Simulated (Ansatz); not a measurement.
**[Br···H···Cl], doublet in cc-pVDZ: errors against UCCSDT(Q)**

Geometry: a point of a hydrogen-transfer path between rigid fragments, not a stationary point.

```xyz
3

Br    0.0000    0.0000   -1.5527
H     0.0000    0.0000   -0.0737
Cl    0.0000    0.0000    1.6263
```

Basis cc-pVDZ; Ansatz 0.2.0. Only valence electrons are correlated (noble-gas cores and the filled d shells of p-block atoms frozen), which leaves 15 electrons in 31 orbitals. R marks a restricted (for open shells ROHF) determinant, U an unrestricted one. Active spaces: pair = (3e, 3o) about the gap; valence = (15e, 9o) chosen from the atoms' valence shells. No spin–orbit coupling is included, and no scalar relativity.

Full CI isn't at hand for all of this; UCCSDT(Q) serves as the reference, and is uncertain by about the last step of the cluster series. The frozen core follows each run's orbitals, which can shift R against U totals by a few meV for light atoms and by up to 0.1 eV past Ca.

```
UHF ⟨S²⟩                          : 0.781
T1 diagnostic (RCCSD)             : 0.0211
largest doubles amplitude (RCCSD) : 0.072
T1 diagnostic (UCCSD)             : 0.0124
```

| level | E − E(UCCSDT(Q)) (meV) | share of correlation (%) | wall time |
| --- | --- | --- | --- |
| UHF | 7747 | 2.48 | – |
| UMP2 | 1012 | 87.26 | – |
| UCCSD | 155 | 98.05 | – |
| UCCSD(T) | 29 | 99.64 | 5.5 s |
| UCCSDT | 13 | 99.84 | – |

The correlation energy at UCCSDT(Q), counted from RHF, is -7.944 eV. That run took 15 s on 1 thread of Intel Xeon 6975P-C, shared host.

Run but not shown, since their state or frozen core can't be matched to the reference's or they repeat it: RHF, RMP2, CISD, RCCSD, RCCSD(T), BCCD(T), RCCSDT, RCCSDT(Q), CASSCF (pair space), NEVPT2 (pair space), MRCISD (pair space), MRCISD+Q (pair space), CASSCF (valence space), NEVPT2 (valence space), MRCISD (valence space), MRCISD+Q (valence space), MRCISD+Q(relaxed) (valence space).

Times hold each run's SCF and search for its determinant on a shared host, so for small cases they say little of a method's own cost; they ran on 1 thread of Intel Xeon 6975P-C.

Natural occupations of CASSCF (valence space) about the gap: 2.000 1.999 1.998 1.964 1.002 0.038; effectively unpaired electrons, Σ n²(2−n)², 1.01.
